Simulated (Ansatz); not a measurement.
C₃H₆Cl₂, SMILES `CC(Cl)CCl`, relaxed with RKS PBE0-D4/def2-TZVP in the Gaussian-basis code of Ansatz from a PBE-D4/def2-SVP geometry. The force threshold is 0.005 eV/Å; the program also tests the step.

Charge 0, multiplicity 1.

Start:

```xyz
11

C     0.058   -0.744    1.086
C    -0.268   -0.385   -0.352
Cl   -2.072   -0.464   -0.625
C     0.158    1.018   -0.774
Cl    1.956    1.184   -0.728
H     1.154   -0.693    1.238
H    -0.429   -0.037    1.787
H    -0.288   -1.768    1.324
H     0.168   -1.124   -1.054
H    -0.167    1.232   -1.809
H    -0.270    1.781   -0.094
```

(1) How much energy does the relaxation release, and in how many steps? (Best estimate.)

(2) Which bonds change most? (Estimate.)

(3) Give the relaxed structure. (Best estimate.)

## Answers

(1) Computed: 4.71 kJ/mol, in 5 steps.

(2) Computed: C2–Cl3 from 1.826 to 1.799 Å; C4–Cl5 from 1.806 to 1.783 Å; C4–H11 from 1.108 to 1.090 Å; C4–H10 from 1.106 to 1.088 Å.

(3) The calculation gave: 
```xyz
11

C     0.055   -0.735    1.078
C    -0.263   -0.385   -0.354
Cl   -2.040   -0.474   -0.625
C     0.154    1.011   -0.765
Cl    1.930    1.170   -0.742
H     1.135   -0.690    1.234
H    -0.427   -0.033    1.761
H    -0.291   -1.741    1.313
H     0.171   -1.112   -1.041
H    -0.173    1.232   -1.778
H    -0.251    1.756   -0.081
```
